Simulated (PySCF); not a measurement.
Simulated C 1s region for oxetane (`C1COC1`), binding energy against the vacuum level.

Every computed line was given a Gaussian of 1.0 eV full width at half maximum and an area set by the number of equivalent atoms; the highest printed point is 100. Computed with delta-SCF UKS SCAN, pcX-2 on the ionised atom, pcseg-1 elsewhere, spin-free X2C (PySCF 2.14.0).

(binding energy (eV), intensity): (289.5, 0), (289.6, 0), (289.7, 0), (289.8, 1), (289.9, 2), (290.0, 3), (290.1, 5), (290.2, 8), (290.3, 13), (290.4, 18), (290.5, 25), (290.6, 32), (290.7, 39), (290.8, 45), (290.9, 50), (291.0, 52), (291.1, 53), (291.2, 52), (291.3, 51), (291.4, 52), (291.5, 54), (291.6, 60), (291.7, 68), (291.8, 77), (291.9, 87), (292.0, 95), (292.1, 100), (292.2, 100), (292.3, 95), (292.4, 85), (292.5, 73), (292.6, 59), (292.7, 45), (292.8, 32), (292.9, 22), (293.0, 14), (293.1, 9), (293.2, 5), (293.3, 3), (293.4, 1), (293.5, 1), (293.6, 0)

Question: Count the maxima, the lines and the sites behind this envelope.

Answer: The curve has 2 maxima (at 291.1 and 292.1 eV). Under it lie 2 lines from 2 inequivalent carbon sites.

Question: Decompose the envelope and assign each component. Numbering: `[CH2:1]1[CH2:2][O:3][CH2:4]1`.

Answer: 
```json
{"position (eV)": "291.00", "relative area": "1", "line": "C 1s", "atoms": "C1", "environment": "four-membered-ring carbon"}
{"position (eV)": "292.16", "relative area": "2", "line": "C 1s", "atoms": "C2/C4", "environment": "sp3 carbon bound to oxygen"}
```

Question: What are the centre and the root-mean-square width of the whole band?

Answer: The area-weighted mean of the lines is 291.77 eV. Their own spread about it is 0.55 eV (rms) and each Gaussian has σ = 1.0/2.355 = 0.42 eV; the variances add, which gives 0.69 eV.

The listed C 1s values span 1.16 eV, from C1 (bonded to 2 C and 2 H) to C2/C4 (bonded to O, C and 2 H). Summing the Pauling electronegativity differences to the bonded atoms, each weighted by its formal bond order, gives -0.70 for the lowest site and +0.19 for the highest.

The curve has no shake-up lines and no vibrational structure. Atoms equivalent by their bonding share one computed value, that of the first of them. Isolated species at its PBE0-D3(BJ)/def2-SVP geometry, gas phase.

The run took 16 s wall on one thread of an Arm Neoverse V1, no GPU (shared host).
